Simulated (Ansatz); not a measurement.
# Dissociation curves of NH3 (ammonia)

NH3 has 4 atoms, charge 0, and is taken as a singlet. SMILES: `N`. The shape is that of a PBE0-D4/def2-TZVP optimisation.

```xyz
4

N    -0.0699    0.2495    0.1109
H     0.4905   -0.3018    0.7492
H    -0.8875   -0.3019   -0.1189
H     0.4669    0.3543   -0.7412
```

The N1–H2 distance is scanned; the parts on either side stay rigid. Basis 6-31G, 1 core orbital frozen in the correlated methods; program Ansatz 0.2.0. FCI is exact within this basis and core. Energies in eV from each method's value at 1.013 Å; methods without a U are spin-restricted. The shape above is that at 1.013 Å.

```
distance (Å)   PBE  BLYP  r2SCAN  CCSDT(Q)   FCI
       1.013  0.00  0.00    0.00      0.00  0.00
       1.266  0.72  0.69    0.80      0.73  0.73
       1.519  2.02  1.95    2.16      1.97  1.97
       2.025  4.18  4.03    4.44      3.67  3.67
       2.531  5.44  5.24    5.80      4.20  4.21
```

Departure from the FCI curve at its largest: PBE +1.23 eV at 2.53 Å; BLYP +1.04 eV at 2.53 Å; r2SCAN +1.59 eV at 2.53 Å; CCSDT(Q) -0.01 eV at 2.53 Å. Restricted functionals keep the electrons paired too, and rise too high.
